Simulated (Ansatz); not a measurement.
A run for Ansatz (a program for electronic structure): R-B3LYP/def2-TZVPPD on NH3 (SMILES N). Files ending in .json are basis or fitting sets from the Basis Set Exchange.

Ansatz 0.2 input:
```yaml
crystal:
  periodic: [false, false, false]
  atoms:
    - {symbol: N, position_ang: [-1.68824500, 0.00008300, 0.10484800]}
    - {symbol: H, position_ang: [-2.12640300, -0.81268000, -0.31731000]}
    - {symbol: H, position_ang: [-2.12744200, 0.81184200, -0.31815800]}
    - {symbol: H, position_ang: [-0.71429700, 0.00054300, -0.19240700]}
basis:
  gaussian:
    orbitals: def2-TZVPPD.json
hamiltonian:
  xc: {name: B3LYP}
scf: {lower_state_search: off}
```

The head of its log:

```
WARN ansatz: RAYON_NUM_THREADS=2 ignored (pool sized by the plan → 2); use --threads N
Functional definition: B3LYP
these checks for a lower state are left out or cut short: stability, starts, cluster_reference, orbital_swaps, neighbouring_geometries, increment
integrals: 0.01 GiB planned
356 factors; their error is unknown
mean field: 0.16 GiB planned
mean field evaluation 1: about -1533.4787 eV, gradient 5.9e1 eV
mean field evaluation 2: about -1522.6207 eV, gradient 8.7e1 eV
```

Question: Give the final energy of this run.

Answer: -56.5903 hartree.
